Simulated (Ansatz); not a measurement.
**Two structures, one formula**

Two relaxed structures of CH5AlN (charge -1), closed shell (PBE0-D4/def2-TZVPD; forces vanish, vibrations not checked).

A:

C1  (-0.624, 1.126, -0.254)
N2  (-0.562, -0.225, 0.145)
Al3  (0.648, -1.416, 0.338)
H4  (-1.282, 1.284, -1.136)
H5  (0.342, 1.613, -0.530)
H6  (-1.060, 1.785, 0.528)
H7  (2.261, -1.256, 0.068)
H8  (0.277, -2.912, 0.840)
(Å)

B:

C1  (-0.822, 0.839, -0.234)
N2  (-0.262, -0.219, -0.592)
Al3  (0.731, -1.319, 0.593)
H4  (-1.400, 1.473, -0.942)
H5  (0.698, -0.625, 2.091)
H6  (-0.799, 1.244, 0.803)
H7  (2.265, -1.415, 0.028)
H8  (0.027, -2.797, 0.619)
(Å)

Ansatz 0.2.0; basis: def2-TZVPPD; cores frozen in the correlated methods. B3LYP uses VWN-RPA correlation.

Q: Which structure is lower at CCSD(T), and by how much? (To be estimated.)

A: Computed: B, by 78.7 kJ/mol (electronic energy, against the other). By their contacts, A is CH₅AlN ([CH3][N][AlH2]), total charge -1 and B is CH₅AlN ([CH2][N][AlH3]), total charge -1.

All methods give the same order:

| method | E(B) − E(A) (kJ/mol) |
| --- | --- |
| PBE-D4 | -59.9 |
| r2SCAN-D4 | -68.3 |
| PBE0-D4 | -68.4 |
| B3LYP-D4 | -77.3 |
| wB97M-V | -80.2 |
| HF | -119.3 |
| MP2 | -62.4 |
| CCSD | -84.4 |
| CCSD(T) | -78.7 |

No T1 diagnostic of these runs exceeds 0.019.

Labels in which every atom is bracketed show which atoms are joined, not bond orders.

For scale, one of the runs: CCSD(T)/def2-TZVPPD, 207 basis functions, launched by `ansatz run in.yaml --threads 2 --pin off --events-out ev --progress --plain --max-ram 4352MiB`. Time: 63 s of wall clock on 2 CPU threads of an Arm Neoverse V1; the host was shared. Peak host memory: 2.6 GiB.
